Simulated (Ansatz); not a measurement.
# NOS: the cost of one run

Program: Ansatz 0.2.0, Gaussian basis. Level of theory: def2-QZVPP, all electrons in the functionals. These are calculated values, not measurements.

Plan: PBE, BLYP, r2SCAN, B97M-V, PBE0, B3LYP, at charge 0, quartet; charge 0, doublet; charge 0, sextet; charge 1, triplet; charge 1, quintet.

### 1 What is computed

The geometry is a PBE0/def2-TZVP stationary point (not a proven minimum).

3 atoms, charge 0, spin multiplicity 4.

Atoms are counted from 1 here; the program's logs count them from 0.

Bond lengths: N1–O2 1.333 Å, O2–S3 1.672 Å. Angles: N1–O2–S3 110.0°.

No dispersion term is added; B97M-V holds VV10 nonlocal correlation. B3LYP takes the VWN-RPA correlation.

The geometry shown and the zero of energy belong to the point charge 0, quartet. The yardstick, UCCSD(T), and other wave-function levels (R restricted, U unrestricted, valence and pair active spaces) come from earlier runs.

### 2 PBE, charge 0, quartet

in.yaml

```yaml
crystal:
  periodic: [false, false, false]
  atoms:
    - {symbol: N, position_ang: [0.000000, -0.402222, 1.503030]}
    - {symbol: O, position_ang: [0.000000, 0.563274, 0.584427]}
    - {symbol: S, position_ang: [0.000000, -0.105356, -0.948167]}
basis:
  gaussian: {orbitals: "def2-QZVPP.json"}
magnetization: {spin_polarized: true, initial_magnetization: 3}
hamiltonian: {xc: {name: PBE}}
output: {orbitals: {seedname: orbitals}}
```

Started as:

```bash
$ ansatz run in.yaml --threads 1 --pin off --events-out ev --progress --plain --max-ram 2393MiB
```

**Question.** How long does this run take on 1 thread of Arm Neoverse V2, shared host, and how much memory does it need?

About 8 s, with a peak of 0.3 GiB.
